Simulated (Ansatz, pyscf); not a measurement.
C⁻≡NH⁺ (SMILES [C-]#[NH+]) → HC≡N (SMILES C#N), a hydrogen shift on the singlet surface: H–N broken, C–H formed. Optimised with ωB97X-D3(BJ)/def2-SVP in PySCF. Wave-function energies: Ansatz (a first-principles code), frozen core, RHF or UHF references. In kJ/mol, from the reactant's lowest minimum found.

| level | barrier | reaction energy |
|---|---|---|
| B3LYP-D3(BJ)/def2-TZVP | 139.35 | -59.05 |
| PBE/def2-TZVP | 127.46 | -63.79 |
| CCSD(T)/6-31G | 196.28 | -72.83 |
| CCSDT(Q)/6-31G | 194.95 | -73.97 |
| full CI/6-31G | 195.00 | -73.92 |
| CCSD(T)/cc-pV(D+d)Z | 132.15 | -65.61 |
| CCSDT(Q)/cc-pV(D+d)Z | 131.46 | -66.05 |
| CCSDTQ/cc-pV(D+d)Z | (withheld) | (withheld) |
| CCSD(T)/cc-pV(T+d)Z | 137.00 | -62.10 |
| CCSD(T)/cc-pV(Q+d)Z | (withheld) | -61.81 |

**Question.** Complete the blanks.

**Answer.** 
- CCSDTQ/cc-pV(D+d)Z, barrier: 131.65
- CCSDTQ/cc-pV(D+d)Z, reaction energy: -65.80
- CCSD(T)/cc-pV(Q+d)Z, barrier: 137.15

In cc-pV(D+d)Z, going from CCSD(T) to CCSDTQ shifts the barrier by -0.50 and the reaction energy by -0.19 kJ/mol. Against full CI in 6-31G, the error of the barrier is +1.28 for CCSD(T) and -0.05 for CCSDT(Q). With HF in the quadruple-zeta basis and the correlation energy extrapolated as X⁻³ from X = 3, 4, CCSD(T) gives 137.15 and -61.98; adding the double-zeta shift gives ΔE‡ = 136.65 and ΔE = -62.17 kJ/mol, without core correlation, relativity or geometry relaxation at these levels.
